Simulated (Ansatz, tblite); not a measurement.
# Fluoranthene (C₁₆H₁₀): a ladder of methods and basis sets

Aim: run the singlet of fluoranthene (C₁₆H₁₀) at one geometry on many levels, and compare frontier levels, spin and run time.

The runs use Ansatz 0.2.0, Gaussian basis; as each input shows.

Plan: GFN1-xTB, GFN2-xTB, PBE-D4/def2-TZVP, r2SCAN-D4/def2-TZVP, PBE-D4/def2-SVP, PBE0-D4/def2-SVP, HF/STO-3G, MP2/def2-SVP.

4 further runs of the same task are left out: 4 that didn't finish.

## 1. The structure

The geometry is that of the singlet, from an earlier relaxation (PBE-D4/def2-SVP).

SMILES `c1ccc2c(c1)-c1cccc3cccc-2c13`, 26 atoms, charge 0, spin multiplicity 1.

Bond lengths: C1–C2 1.406 Å, C1–C6 1.407 Å, C1–H17 1.101 Å, C2–C3 1.407 Å, C2–H18 1.101 Å, C3–C4 1.399 Å, C3–H19 1.101 Å, C4–C5 1.436 Å, C4–C15 1.475 Å, C5–C6 1.399 Å, C5–C7 1.475 Å, C6–H20 1.101 Å, C7–C8 1.391 Å, C7–C16 1.424 Å, C8–C9 1.427 Å, C8–H21 1.101 Å, C9–C10 1.395 Å, C9–H22 1.101 Å and more. Angles: C2–C1–C6 120.8°, C2–C1–H17 119.6°, C6–C1–H17 119.6°, C1–C2–C3 120.8°, C1–C2–H18 119.6°, C3–C2–H18 119.6°, C2–C3–C4 119.0°, C2–C3–H19 120.4°, C4–C3–H19 120.7°, C3–C4–C5 120.3°, C3–C4–C15 131.7°, C5–C4–C15 108.1°, C4–C5–C6 120.2°, C4–C5–C7 108.1°, C6–C5–C7 131.7°, C1–C6–C5 119.0°, C1–C6–H20 120.4°, C5–C6–H20 120.7° and more.

PBE0-D4/def2-TZVP was run before; its log isn't repeated, and its numbers join the tables.

## 2. GFN1-xTB

Tight binding, by tblite at 300 K electronic temperature and without a spin-polarisation term:

```python
tblite.interface.Calculator('GFN1-xTB', numbers, positions, charge=0, uhf=0).singlepoint()
```

Energy -1066.6900 eV, HOMO -11.18 eV, LUMO -8.72 eV; 0.019 s.

## 3. GFN2-xTB

Tight binding, by tblite at 300 K electronic temperature and without a spin-polarisation term:

```python
tblite.interface.Calculator('GFN2-xTB', numbers, positions, charge=0, uhf=0).singlepoint()
```

Energy -1070.7736 eV, HOMO -10.22 eV, LUMO -7.74 eV; 0.015 s.

## 4. PBE-D4/def2-TZVP

start.molden holds the orbitals of an earlier run on this state, given as this run's starting guess.

Input file in.yaml:

```yaml
crystal:
  periodic: [false, false, false]
  atoms:
    - {symbol: C, position_ang: [3.683636, -0.741617, 0.235184]}
    - {symbol: C, position_ang: [3.699776, 0.664319, 0.211669]}
    - {symbol: C, position_ang: [2.500980, 1.396867, 0.127169]}
    - {symbol: C, position_ang: [1.286381, 0.704429, 0.065632]}
    - {symbol: C, position_ang: [1.269913, -0.731530, 0.088890]}
    - {symbol: C, position_ang: [2.468457, -1.449052, 0.173522]}
    - {symbol: C, position_ang: [-0.134599, -1.174245, 0.012710]}
    - {symbol: C, position_ang: [-0.788384, -2.401659, -0.004550]}
    - {symbol: C, position_ang: [-2.213017, -2.418968, -0.092090]}
    - {symbol: C, position_ang: [-2.974792, -1.252498, -0.156676]}
    - {symbol: C, position_ang: [-2.332674, 0.024493, -0.141360]}
    - {symbol: C, position_ang: [-2.944981, 1.314764, -0.200549]}
    - {symbol: C, position_ang: [-2.156613, 2.464904, -0.172396]}
    - {symbol: C, position_ang: [-0.732520, 2.417504, -0.087267]}
    - {symbol: C, position_ang: [-0.107488, 1.176563, -0.026999]}
    - {symbol: C, position_ang: [-0.923342, 0.009596, -0.055961]}
    - {symbol: H, position_ang: [4.632611, -1.295038, 0.300778]}
    - {symbol: H, position_ang: [4.661130, 1.197702, 0.260882]}
    - {symbol: H, position_ang: [2.521344, 2.497252, 0.108894]}
    - {symbol: H, position_ang: [2.463989, -2.549608, 0.192213]}
    - {symbol: H, position_ang: [-0.235879, -3.352481, 0.045301]}
    - {symbol: H, position_ang: [-2.725990, -3.392880, -0.103912]}
    - {symbol: H, position_ang: [-4.072270, -1.312349, -0.222108]}
    - {symbol: H, position_ang: [-4.040831, 1.397829, -0.267915]}
    - {symbol: H, position_ang: [-2.646744, 3.449345, -0.221703]}
    - {symbol: H, position_ang: [-0.158064, 3.356377, -0.069358]}
basis:
  gaussian: {orbitals: def2-TZVP, initial_orbitals: start.molden}
hamiltonian: {xc: pbe, dispersion: d4}
scf: {omitted_lower_state_checks: [starts]}
output: {orbitals: {seedname: orbitals}}
```

The run is started by

```console
$ ansatz run in.yaml --threads 4 --pin off --events-out ev --progress --plain --max-ram 6963MiB
```

The runs that follow: r2SCAN-D4/def2-TZVP; PBE-D4/def2-SVP; PBE0-D4/def2-SVP; HF/STO-3G; MP2/def2-SVP.

Before running them: what should the planned runs give, taken together? Wanted: gap in def2-TZVP, named functionals, smallest and largest; correlation energy, MP2/def2-SVP; binding an atom, functionals in def2-TZVP; PBE0 total energy, smallest basis above largest.

The runs gave:

```
                                                 quantity                                 value
gap in def2-TZVP, named functionals, smallest and largest   2.68 eV (PBE-D4), 4.19 eV (PBE0-D4)
                         correlation energy, MP2/def2-SVP                             -56.07 eV
                binding an atom, functionals in def2-TZVP  5.54 (r2SCAN-D4) to 5.73 eV (PBE-D4)
          PBE0 total energy, smallest basis above largest        17.14 eV (def2-SVP, def2-TZVP)
```

Over the named functionals in def2-TZVP the gap runs from 2.68 eV (PBE-D4) to 4.19 eV (PBE0-D4); exact exchange widens it.
